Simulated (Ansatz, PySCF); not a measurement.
This Ansatz (a quantum-chemistry and plane-wave program) input computes a BLYP/def2-TZVPD energy:

Ansatz 0.2 input:
```yaml
crystal:
  periodic: [false, false, false]
  atoms:
    - {symbol: C, position_ang: [-0.02065591, -0.69117402, 0.00191644]}
    - {symbol: C, position_ang: [0.00318902, 0.79171158, -0.00228017]}
    - {symbol: H, position_ang: [0.99466639, -1.11708979, 0.00736434]}
    - {symbol: H, position_ang: [-0.52510368, -1.08729619, 0.88639995]}
    - {symbol: H, position_ang: [-0.51775387, -1.09242584, -0.88441419]}
    - {symbol: H, position_ang: [0.07265744, 1.34947244, 0.92131550]}
    - {symbol: H, position_ang: [0.08033507, 1.34411399, -0.92848321]}
basis:
  gaussian:
    orbitals: def2-TZVPD
hamiltonian:
  xc: {name: BLYP}
magnetization: {spin_polarized: true, initial_magnetization: 1}
output: {forces: true}
```

### Question
Write an input for the same energy in PySCF and say what it gives.

### Answer

```python
from pyscf import gto, scf, dft

mol = gto.M(
    atom='''
    C    -0.02065591   -0.69117402    0.00191644
    C     0.00318902    0.79171158   -0.00228017
    H     0.99466639   -1.11708979    0.00736434
    H    -0.52510368   -1.08729619    0.88639995
    H    -0.51775387   -1.09242584   -0.88441419
    H     0.07265744    1.34947244    0.92131550
    H     0.08033507    1.34411399   -0.92848321
    ''',
    basis='def2-tzvpd',
    charge=0,
    spin=1,
    verbose=4,
)

mf = dft.UKS(mol, xc='blyp').density_fit(auxbasis='def2-universal-jkfit')
mf.grids.level = 3
mf.conv_tol = 1e-9
mf.max_cycle = 100
mf.max_memory = 1500
mf.kernel()
if not mf.converged:
    mf = mf.newton()
    mf.kernel(mf.make_rdm1())
for _ in range(2):
    mo, _, stable, _ = mf.stability(return_status=True)
    if stable:
        break
    mf.kernel(mf.make_rdm1(mo, mf.mo_occ))
mf.analyze()
```
It gives -79.13549 Eh, and Ansatz -79.13539 Eh, a difference of 0.10 mEh, from the treatment of integrals and grids.

It need not be the lowest isomer of its formula.
